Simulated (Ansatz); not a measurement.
Correlation energies of `[NH2][Mg][F]` by basis set

```xyz
5

N    -0.173    0.828    0.169
Mg    0.204   -0.973   -0.199
F     0.556   -2.657   -0.544
H    -0.519    1.512   -0.486
H    -0.069    1.290    1.060
```

Charge 0, multiplicity 1. Correlated methods include outer-core shells of Mg, which these sets cover unevenly. Geometry: relaxed with PBE0-D4/def2-TZVP. It is one conformer, not always the lowest. Frozen core, restricted reference, the Gaussian-basis code of Ansatz. CBS rows extrapolate triple and quadruple zeta; past MP2 they add the triple-zeta difference. For Mg the program correlates outer-core shells too, which these sets cover unevenly, so the extrapolated numbers aren't a true limit.

| basis | HF (Eh) | MP2 corr. | CCSD corr. | (T) | CCSD(T) total |
| --- | --- | --- | --- | --- | --- |
| def2-SVP | ? | -0.40443 | ? | -0.00757 | ? |
| def2-TZVPP | -354.81432 | -0.67780 | -0.68851 | -0.01760 | -355.52043 |
| def2-QZVPP | ? | -0.75988 | – | – | – |
| CBS(def2) | -354.83487 | ? | -0.83139 | as TZ | ? |

**Question.** Fill in the withheld values. (Best estimate.)

**Answer.** The calculation gave: def2-SVP HF (Eh): -354.54855; def2-SVP CCSD corr.: -0.41603; def2-SVP CCSD(T) total: -354.97215; def2-QZVPP HF (Eh): -354.83238; CBS(def2) MP2 corr.: -0.82068; CBS(def2) CCSD(T) total: -355.68386.
